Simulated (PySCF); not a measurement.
Molecule: `C/C=C/Cl`, C$_{3}$H$_{5}$Cl.

Geometry (Å), atoms numbered from 1 in this order:
```xyz
9

C    -1.1978    0.0302    0.0076
C     0.2118   -0.4541    0.0505
C     1.2590    0.3433   -0.0590
Cl    2.8821   -0.2338   -0.0075
H    -1.2383    1.1087   -0.1192
H    -1.7119   -0.2381    0.9298
H    -1.7288   -0.4439   -0.8171
H     0.3505   -1.5185    0.1781
H     1.1869    1.4121   -0.1884
```

Frames of a GFN2-xTB Langevin trajectory at 200 K; GIAO PBE0/pcSseg-1 shieldings in PySCF, gas phase, non-relativistic; equivalent atoms averaged within each frame.

Scale: ¹³C (186.93 ppm) and ¹H (31.72 ppm) against TMS; ³⁵Cl (949.78 ppm) vs HCl (reference shieldings calculated alike). The references are static minima.

How do the shifts (ppm) fluctuate along the trajectory?

## Answers


| time (fs) | C2 | C3 | C1 | Cl4 | H9 | H8 | H5/H6/H7 |
| --- | --- | --- | --- | --- | --- | --- | --- |
| optimised geometry | 137.6 | 130.3 | 19.9 | 200 | 6.06 | 6.11 | 1.89 |
| 250 | 139.8 | 131.6 | 15.8 | 196 | 6.00 | 5.98 | 1.26 |
| 425 | 142.6 | 134.8 | 17.4 | 242 | 6.73 | 7.16 | 2.04 |
| 625 | 140.2 | 133.0 | 24.7 | 206 | 5.83 | 6.45 | 2.15 |
| 800 | 142.6 | 136.6 | 24.2 | 222 | 5.69 | 6.65 | 2.88 |
| 1000 | 137.8 | 130.1 | 19.0 | 199 | 5.86 | 5.45 | 2.12 |
| mean of frames | 140.6 | 133.2 | 20.3 | 213 | 6.02 | 6.34 | 2.09 |
| standard deviation | 2.0 | 2.6 | 4.0 | 19 | 0.41 | 0.65 | 0.57 |

5 frames give an uncertainty of the mean of about the standard deviation over 2.2 at best, since frames this close in time may not be independent; classical motion lacks zero-point vibration, and the reference would need the same averaging.
